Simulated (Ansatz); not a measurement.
Ideal-gas functions of CH3NaS (`C[S][Na]`) at 500 K and 1 bar, from an Ansatz frequency run at PBE0-D4/def2-TZVP.

Molar mass 70.09 g/mol, point group Cs (symmetry number 1), electronic degeneracy 1, moments of inertia 27.696, 128.996, 153.518 u Å². Harmonic wavenumbers (cm⁻¹, unscaled): 69, 99, 327, 728, 948, 955, 1336, 1475, 1477, 3033, 3102, 3110.

Use S(trans) = R[1.5 ln M + 2.5 ln T − 1.1517]; rotational temperatures θ = 24.2544 K / I; S(rot) = R[ln(√π/σ · √(T³/θAθBθC)) + 1.5]; for each mode x = 1.438777 ν̃/T, S = R[x/(eˣ − 1) − ln(1 − e⁻ˣ)] and H = RT x/(eˣ − 1); 1 cm⁻¹ = 0.0119627 kJ/mol; R = 8.31446 J/(mol·K).

**Question.** By hand: the entropy, in J/(mol·K).

**Answer.** Translation 172.6. Rotation: θ = 0.8757, 0.188, 0.158 K, giving 109.9. Vibration, mode by mode: 21.77, 18.78, 9.12, 3.54, 2.15, 2.11, 0.88, 0.63, 0.63, 0.01, 0.01, 0.01, in all 59.7. Electronic 0.0. Sum 342.2 J/(mol·K).

**Question.** By hand: H − E and G − E in kJ/mol, counted from the electronic energy.

**Answer.** Zero-point energy ½ × 16659 × 0.0119627 = 99.6; thermal vibration 13.5; translation, rotation and pV give 4 RT = 16.6. H − E = 129.7 kJ/mol, and G − E = 129.7 − 500 × 342.2/1000 = -41.4 kJ/mol.

Vibration gives 17 % of the entropy, 40.6 J/(mol·K) of it from the modes under 150 cm⁻¹: soft modes count most, and the harmonic formula is weakest for them.
